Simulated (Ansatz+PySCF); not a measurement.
Results of a calculation; reference values are marked as such.
Input for PySCF 2.14.0:

```python
from pyscf import gto, scf, mp

# the (T+d) and (D+d) sets load through basis_set_exchange
mol = gto.M(atom="""
P 0.000000 0.000000 -0.988150
P 0.000000 0.000000 0.988150
""", basis='cc-pv(t+d)z', charge=1, spin=1)
mf = scf.UHF(mol)
mf.kernel()
pt = mp.MP2(mf, frozen=10).run()
print(mf.e_tot, pt.e_corr, pt.e_tot)
```

The script is written out from the run's settings.

The run gave:

```yaml
Converged: yes
Reference_energy: -681.11473 hartree
Correlation_energy: -0.26290 hartree
Total_energy: -681.37762 hartree
Spin_squared_of_the_determinant: 0.788
```

The reference isn't the lowest determinant (another lies 1.23 eV lower), but the same method gives a higher total on the lower determinant. Caution: large share of triples, a single reference is doubtful; MP2 on this radical cation hangs on the determinant chosen.
